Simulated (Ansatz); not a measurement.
Density of states of AlFe₂ (P6/mmm, a = 4.165 Å, b = 4.165 Å, c = 2.536 Å, α = 90.00°, β = 90.00°, γ = 120.00°), in states per eV and primitive cell, averaged over bins of 0.3 eV. Method: DFT r2SCAN, scalar-relativistic, plane waves, PAW (Ansatz).

Settings: cutoff 500 eV, Γ-centred mesh 12×12×16 on the computed 3-atom cell, Gaussian smearing of 0.10 eV; collinear spin from starting moments 0 2.91 2.91 μB.

The cell is relaxed at this level. The states (both spins) are summed by tetrahedra on a 18×18×24 mesh at the self-consistent density. Energies are bin centres; the table starts no lower than −8 eV and ends at 6 eV, or lower where the solved bands end.

It is a metal at this level.

```
E − E_F (eV) total Fe 3d down Fe 3d up Al 3p up Al 3p down Fe 4s up Fe 4s down Al 3s up
       -7.90   0.43        0.01      0.03      0.07        0.06      0.04        0.04      0.08
       -7.60   0.39        0.01      0.04      0.07        0.06      0.03        0.03      0.07
       -7.30   0.36        0.02      0.04      0.07        0.06      0.03        0.03      0.06
       -7.00   0.46        0.02      0.06      0.09        0.09      0.04        0.04      0.05
       -6.70   0.62        0.03      0.09      0.13        0.12      0.07        0.06      0.05
       -6.40   0.82        0.04      0.16      0.17        0.15      0.09        0.07      0.06
       -6.10   0.93        0.04      0.28      0.16        0.15      0.07        0.06      0.07
       -5.80   0.87        0.05      0.25      0.14        0.16      0.07        0.06      0.05
       -5.50   0.79        0.06      0.20      0.14        0.17      0.07        0.06      0.02
       -5.20   1.85        0.07      1.06      0.27        0.17      0.12        0.07      0.02
       -4.90   2.53        0.08      1.65      0.33        0.17      0.14        0.07      0.01
       -4.60   2.31        0.10      1.50      0.21        0.18      0.12        0.07      0.03
       -4.30   2.78        0.13      1.99      0.18        0.18      0.07        0.08      0.04
       -4.00   3.53        0.14      2.82      0.08        0.21      0.07        0.08      0.03
       -3.70   4.43        0.21      3.57      0.09        0.25      0.07        0.10      0.04
       -3.40   2.15        0.29      1.31      0.07        0.26      0.01        0.11      0.01
       -3.10   3.45        0.38      2.42      0.11        0.32      0.02        0.09      0.02
       -2.80   5.54        0.69      3.94      0.20        0.45      0.06        0.07      0.03
       -2.50   4.42        0.90      2.79      0.13        0.38      0.05        0.05      0.02
       -2.20   4.59        1.34      2.65      0.10        0.22      0.04        0.10      0.02
       -1.90   3.46        1.62      1.33      0.10        0.13      0.05        0.10      0.02
       -1.60   3.27        2.21      0.56      0.11        0.10      0.02        0.06      0.02
       -1.30   4.11        2.17      1.44      0.16        0.07      0.04        0.03      0.03
       -1.00   2.61        1.47      0.72      0.17        0.05      0.05        0.05      0.03
       -0.70   1.41        0.64      0.42      0.18        0.04      0.05        0.01      0.02
       -0.40   1.05        0.50      0.21      0.18        0.04      0.05        0.02      0.02
       -0.10   1.37        0.70      0.22      0.23        0.05      0.05        0.01      0.02
        0.20   1.36        0.72      0.23      0.23        0.04      0.05        0.01      0.02
        0.50   1.54        1.02      0.12      0.17        0.06      0.04        0.02      0.01
        0.80   1.88        1.40      0.08      0.14        0.08      0.04        0.03      0.01
        1.10   2.34        1.88      0.06      0.12        0.08      0.03        0.03      0.01
        1.40   2.55        2.14      0.05      0.11        0.07      0.03        0.03      0.01
        1.70   2.90        2.41      0.05      0.10        0.10      0.04        0.05      0.04
        2.00   2.70        2.22      0.04      0.09        0.11      0.04        0.04      0.04
        2.30   3.10        2.56      0.04      0.07        0.17      0.05        0.06      0.04
        2.60   2.25        1.63      0.05      0.05        0.17      0.10        0.05      0.08
        2.90   1.27        0.42      0.08      0.09        0.12      0.19        0.04      0.15
        3.20   1.11        0.20      0.08      0.12        0.09      0.21        0.05      0.14
        3.50   1.08        0.13      0.07      0.16        0.07      0.22        0.06      0.10
        3.80   0.81        0.08      0.05      0.14        0.04      0.15        0.05      0.07
        4.10   0.96        0.17      0.04      0.12        0.04      0.12        0.10      0.06
        4.40   1.09        0.21      0.03      0.11        0.06      0.10        0.14      0.05
        4.70   1.34        0.25      0.03      0.11        0.11      0.11        0.19      0.07
        5.00   1.40        0.22      0.03      0.12        0.12      0.13        0.20      0.08
        5.30   1.25        0.15      0.03      0.13        0.10      0.14        0.13      0.08
```

The columns after the total are the main Löwdin projections on the occupied valence shells of the potentials; 1 other is left out. The rest of the total lies in those, in shells that are empty in the free atom, which aren't projected, and between the atoms.

The state reached may not be the lowest one. Only parallel moments were tried here.

Only this magnetic start was tried.

Whether AlFe2 exists in this form wasn't checked.

Cost: 1 run of about 2 core-minutes, on Arm Neoverse V1 (shared hosts).